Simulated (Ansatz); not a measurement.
Species, as SMILES: FOF.
Atoms: F1, O2, F3. Bonds: F1-O2, O2-F3.

How fast the highest harmonic wavenumber converges with the basis for several methods (Ansatz, a program for electronic structure): deviation from each method's own reference, in cm⁻¹. References: HF 1216 cm⁻¹, the value in def2-QZVPP; MP2 980 cm⁻¹, the value in def2-QZVPP; PBE 969 cm⁻¹, the value in def2-QZVPP; PBE0 1065 cm⁻¹, the value in def2-QZVPP. Cartesian d functions, on some or all atoms, in 6-31G*; all else is spherical. In correlated methods cores are frozen. A restricted Hartree-Fock determinant is unstable towards unrestricted orbitals. No added dispersion term, no relativity. Each level at its own minimum, unscaled; the references are large sets that could be run, not limits.

| basis | functions | HF | MP2 | PBE | PBE0 |
|---|---|---|---|---|---|
| def2-SVP | 42 | -32 | -28 | -4 | -13 |
| 6-31G* | 45 | -17 | -18 | 14 | 3 |
| pcseg-2 | 90 | -2 | -3 | 1 | 0 |
| cc-pVTZ | 90 | -1 | 5 | 6 | 3 |
| def2-TZVPP | 93 | -1 | -1 | 1 | 1 |
| jun-cc-pV(T+d)Z | 117 | 2 | -1 | 4 | 3 |
| 6-311++G(3df,3pd) | 117 | 7 | 0 | 3 | 5 |
| def2-TZVPPD | 120 | -1 | -5 | 0 | 1 |
| cc-pCVTZ | 129 | 2 | 7 | 8 | 6 |
| aug-cc-pVTZ | 138 | 0 | -6 | 5 | 3 |
| cc-pVQZ | 165 | 0 | 0 | 2 | 1 |
| def2-QZVPP | 171 | 0 | 0 | 0 | 0 |

Mean absolute deviation over pcseg-2, cc-pVTZ, def2-TZVPP, jun-cc-pV(T+d)Z, 6-311++G(3df,3pd), def2-TZVPPD, cc-pCVTZ, aug-cc-pVTZ: HF 2, PBE0 3, MP2 3, PBE 4 cm⁻¹.
